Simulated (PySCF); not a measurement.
Species: CH2P2.
Geometry (GFN2-xTB, Å), atoms numbered from 1 in this order:
```xyz
5
CH2P2 angstrom
P      2.411   -0.034   -0.044
C      0.859   -0.011    0.129
P     -0.836    0.015    0.561
H     -1.199    1.028   -0.336
H     -1.227   -0.996   -0.326
```

A calculation gives these core lines: C 1s: 290.64 eV; P 1s: 2149.90 (area 1), 2150.86 (area 1) eV; P 2p3/2: 136.41 (area 1), 137.22 (area 1) eV.

Method used: delta-SCF UKS SCAN, pcX-2 on the ionised atom, pcseg-1 elsewhere, spin-free X2C in PySCF. Geometry: GFN2-xTB; no solvent, vibrations or thermal averaging.

Which phosphorus gives which P 1s line?

2149.90 eV: P1 (phosphorus bonded to C); 2150.86 eV: P3 (phosphine phosphorus). Lowest listed P 1s: P1, bonded to C (triple bond). Highest, 0.96 eV above it: P3, bonded to C and 2 H. Summing the Pauling electronegativity differences to the bonded atoms, each weighted by its formal bond order, gives +1.08 for the lowest site and +0.38 for the highest; the largest sum, +1.08, belongs to P1, 0.96 eV below the top. The smallest sum, +0.38, belongs to P3, 0.96 eV above the lowest.

Assign the P 2p3/2 lines to atoms.

136.41 eV: P1 (phosphorus bonded to C); 137.22 eV: P3 (phosphine phosphorus). The listed P 2p3/2 values span 0.81 eV, from P1 (bonded to C (triple bond)) to P3 (bonded to C and 2 H). Summing the Pauling electronegativity differences to the bonded atoms, each weighted by its formal bond order, gives +1.08 for the lowest site and +0.38 for the highest; the largest sum, +1.08, belongs to P1, 0.81 eV below the top. The smallest sum, +0.38, belongs to P3, 0.81 eV above the lowest.

Bonded neighbours of each site: P1: C (triple bond); C2: P (triple bond) and P; P3: C and 2 H.

Which photon energy gives electrons from P 1s of P1 a kinetic energy of 50 eV, and what is their de Broglie wavelength?

hν = 2149.90 + 50 = 2199.90 eV, recoil neglected; λ = 12.264 Å/√(E/eV) = 1.73 Å.

The unrestricted hole states depart most from a pure doublet (⟨S²⟩ = 0.75; over 0.85 named) for C 1s of C2 (0.97), which makes this value less certain. 2p3/2 and 2p1/2 are the ΔSCF energy of one spin-free 2p hole plus the eigenvalues of a spin–orbit and ligand-field matrix of the shell. 2p1/2 minus 2p3/2 (ligand field included): P 0.89 eV.
